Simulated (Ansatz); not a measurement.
Cubic perovskite KTaO3 was calculated with LDA+SOC in Ansatz (PAW).

Numerical settings: plane-wave cutoff 520 eV, 8×8×8 k mesh, Fermi–Dirac smearing 0.01 eV, PAW data made under PBE.

The cell has the measured lattice: a = b = c = 3.989 Å, α = β = γ = 90.00°.

Task: What does this level give for the band gap and smallest direct gap on the k points sampled?

Result: 
* **band gap**: 1.93 eV (indirect)
* **smallest direct gap on the k points sampled**: 2.49 eV

Measured, for comparison: band gap 3.64 eV (temperature not stated, not corrected to a static lattice, indirect; as tabulated in Himmetoglu and Janotti (2016), arXiv:1601.06205). Computed (rounded) less measured: band gap -1.71 eV.

Note: cell and atoms aren't relaxed at this level (pressure -5.8 GPa).

Static lattice: no zero-point or thermal effects.

Computing time: about 80 core-seconds (a rough figure).

Ansatz is an electronic-structure program.
